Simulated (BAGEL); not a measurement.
# HF/cc-pVDZ (density fitting with qzvpp-jkfit) run of C3H2FO− (SMILES [O-]C1=C(F)C1)

What is the energy change on altering one bond length of C3H2FO− at HF/cc-pVDZ (density fitting with qzvpp-jkfit)? 

The calculation is run with BAGEL 1.2.2.

1 further run of the same task is left out (set aside as unsound or not needed).

## (1) The structure to begin with

C3H2FO−: 7 atoms, total charge -1, spin state singlet. As SMILES, `[O-]C1=C(F)C1`. The shape is that of a GFN2-xTB optimisation.

Bond lengths: O1–C2 1.237 Å, C2–C3 1.325 Å, C3–F4 1.405 Å, C2–C5 1.558 Å, C3–C5 1.488 Å, C5–H6 1.096 Å, C5–H7 1.098 Å. Some angles: O1–C2–C3 155.8°, O1–C2–C5 141.0°, C3–C2–C5 61.5°, C2–C3–F4 143.1°, C2–C3–C5 67.0°, F4–C3–C5 132.6°, C2–C5–C3 51.5°, C2–C5–H6 124.5°, C2–C5–H7 116.6°, C3–C5–H6 118.6°.

## (2) A single-point energy at HF/cc-pVDZ (density fitting with qzvpp-jkfit)

job.json

```json
{ "bagel": [

{
  "title": "molecule",
  "basis": "cc-pvdz.json",
  "df_basis": "qzvpp-jkfit",
  "angstrom": "true",
  "geometry": [
    { "atom": "O", "xyz": [      -0.088150,      -1.939680,       0.917820 ] },
    { "atom": "C", "xyz": [      -0.179940,      -0.866720,       0.308840 ] },
    { "atom": "C", "xyz": [      -0.805360,       0.110490,      -0.330910 ] },
    { "atom": "F", "xyz": [      -1.518170,       0.408720,      -1.504210 ] },
    { "atom": "C", "xyz": [       0.544100,       0.504660,       0.155550 ] },
    { "atom": "H", "xyz": [       0.617470,       1.259410,       0.946190 ] },
    { "atom": "H", "xyz": [       1.430040,       0.523130,      -0.493280 ] }
  ]
},

{
  "title": "hf",
  "charge": -1
},

{
  "title": "print",
  "file": "orbitals.molden",
  "orbitals": "true"
}

]}
```

The basis set cc-pVDZ is read from a file made from the Basis Set Exchange's data (not shown).

Started as:

```bash
$ BAGEL_NUM_THREADS=1 BAGEL job.json > job.out
```

Output:

```text
* using 1 threads per process

  ===============================================================
  ===============================================================

  *** Geometry ***

  { "atom" : "O", "xyz" : [     -0.166579,     -3.665464,      1.734428 ] },
  { "atom" : "C", "xyz" : [     -0.340037,     -1.637863,      0.583623 ] },
  { "atom" : "C", "xyz" : [     -1.521910,      0.208796,     -0.625329 ] },
  { "atom" : "F", "xyz" : [     -2.868926,      0.772369,     -2.842545 ] },
  { "atom" : "C", "xyz" : [      1.028200,      0.953669,      0.293947 ] },
  { "atom" : "H", "xyz" : [      1.166849,      2.379940,      1.788040 ] },
  { "atom" : "H", "xyz" : [      2.702384,      0.988572,     -0.932164 ] },

  Number of auxiliary basis functions:      415

  Since a DF basis is specified, we compute 2- and 3-index integrals:
    o Being stored without compression. Storage requirement is 0.021 GB

  Number of basis functions:       80
  Number of electrons      :       37

    * METHOD: MOLECULE                             0.27

  *** RHF ***

  === Nuclear Repulsion ===
   149.4653144007

      * DIIS with orbital gradients will be used.

  === RHF iteration (cc-pvdz.json) ===
      0       -288.70694927          0.01644299           0.06
      1       -288.85999349          0.01204965           0.06
      2       -288.95355728          0.00234615           0.06
      3       -288.95749291          0.00096107           0.06
      4       -288.95836635          0.00025710           0.06
      5       -288.95850481          0.00014190           0.06
      6       -288.95853629          0.00007303           0.06
      7       -288.95854977          0.00002076           0.06
      8       -288.95855068          0.00000796           0.06
      9       -288.95855077          0.00000390           0.06
     10       -288.95855079          0.00000108           0.06
     11       -288.95855080          0.00000059           0.06
     12       -288.95855080          0.00000015           0.06
     13       -288.95855080          0.00000008           0.06
     14       -288.95855080          0.00000004           0.06
     15       -288.95855080          0.00000001           0.06
     16       -288.95855080          0.00000001           0.06
    * SCF iteration converged.

    * Permanent dipole moment:
           (   -0.086501,    -0.779936,     0.599823) a.u.

    * METHOD: HF                                   1.21

    * METHOD: PRINT                                0.03

  ===============================================================
```

It took 1.7 s on 1 thread of Arm Neoverse N1, shared host; peak memory 0.097 GiB.

## (3) The distorted shape at the same level

input.json

```json
{ "bagel" : [

{
  "title" : "molecule",
  "basis" : "cc-pvdz.json",
  "df_basis" : "qzvpp-jkfit",
  "angstrom" : "true",
  "geometry" : [
    { "atom" : "O", "xyz" : [      -0.099153,      -2.052867,       0.799250 ] },
    { "atom" : "C", "xyz" : [      -0.190943,      -0.979907,       0.190270 ] },
    { "atom" : "C", "xyz" : [      -0.816363,      -0.002697,      -0.449480 ] },
    { "atom" : "F", "xyz" : [      -1.529173,       0.295533,      -1.622780 ] },
    { "atom" : "C", "xyz" : [       0.533097,       0.391473,       0.036980 ] },
    { "atom" : "H", "xyz" : [       0.617470,       1.259410,       0.946190 ] },
    { "atom" : "H", "xyz" : [       1.419037,       0.409943,      -0.611850 ] }
  ]
},

{
  "title" : "hf",
  "charge" : -1
},

{
  "title" : "print",
  "file" : "orbitals.molden",
  "orbitals" : "true"
}

]}
```

The basis set cc-pVDZ is read from a file made from the Basis Set Exchange's data (not shown).

Started as:

```bash
$ BAGEL_NUM_THREADS=1 BAGEL input.json > input.out
```

Output:

```text
* using 1 threads per process

  ===============================================================
  ===============================================================

  *** Geometry ***

  { "atom" : "O", "xyz" : [     -0.187372,     -3.879356,      1.510364 ] },
  { "atom" : "C", "xyz" : [     -0.360830,     -1.851756,      0.359558 ] },
  { "atom" : "C", "xyz" : [     -1.542702,     -0.005097,     -0.849394 ] },
  { "atom" : "F", "xyz" : [     -2.889718,      0.558476,     -3.066610 ] },
  { "atom" : "C", "xyz" : [      1.007407,      0.739777,      0.069882 ] },
  { "atom" : "H", "xyz" : [      1.166849,      2.379940,      1.788040 ] },
  { "atom" : "H", "xyz" : [      2.681591,      0.774680,     -1.156229 ] },

  Number of auxiliary basis functions:      415

  Since a DF basis is specified, we compute 2- and 3-index integrals:
    o Being stored without compression. Storage requirement is 0.021 GB

  Number of basis functions:       80
  Number of electrons      :       37

    * METHOD: MOLECULE                             0.27

  *** RHF ***

  === Nuclear Repulsion ===
   148.8156472593

      * DIIS with orbital gradients will be used.

  === RHF iteration (cc-pvdz.json) ===
      0       -288.69401545          0.01616245           0.06
      1       -288.84680046          0.01213129           0.06
      2       -288.94268314          0.00232590           0.06
      3       -288.94673105          0.00097727           0.06
      4       -288.94765487          0.00026309           0.06
      5       -288.94780009          0.00013930           0.06
      6       -288.94783045          0.00007270           0.06
      7       -288.94784332          0.00002009           0.06
      8       -288.94784421          0.00000744           0.06
      9       -288.94784430          0.00000385           0.06
     10       -288.94784432          0.00000098           0.06
     11       -288.94784432          0.00000055           0.06
     12       -288.94784432          0.00000015           0.06
     13       -288.94784432          0.00000007           0.06
     14       -288.94784432          0.00000004           0.06
     15       -288.94784432          0.00000001           0.06
     16       -288.94784432          0.00000001           0.06
    * SCF iteration converged.

    * Permanent dipole moment:
           (   -0.030055,    -0.652349,     0.718854) a.u.

    * METHOD: HF                                   1.21

    * METHOD: PRINT                                0.03

  ===============================================================
```

Run time: 1.7 s. Hardware: 1 thread of Arm Neoverse N1, shared host; peak memory 0.096 GiB.

## (4) Results

At HF/cc-pVDZ (density fitting with qzvpp-jkfit):

| quantity | value |
| --- | --- |
| first shape: total energy | -288.95855 Eh |
| first shape: HOMO energy | -2.35 eV |
| first shape: LUMO energy | 10.16 eV |
| first shape: HOMO–LUMO gap (to an unbound level, set by the basis) | 12.52 eV |
| distorted shape: total energy | -288.94784 Eh |
| distorted shape: HOMO energy | -2.44 eV |
| distorted shape: LUMO energy | 9.90 eV |
| distorted shape: HOMO–LUMO gap (to an unbound level, set by the basis) | 12.35 eV |
| energy change with the C5–H6 bond stretched from 1.096 to 1.260 Å | 0.291 eV |

What this shows: With the C5–H6 bond stretched from 1.096 to 1.260 Å the energy rises by 0.29 eV (6.7 kcal/mol). The first shape isn't relaxed at this level, so the change isn't measured from a minimum.
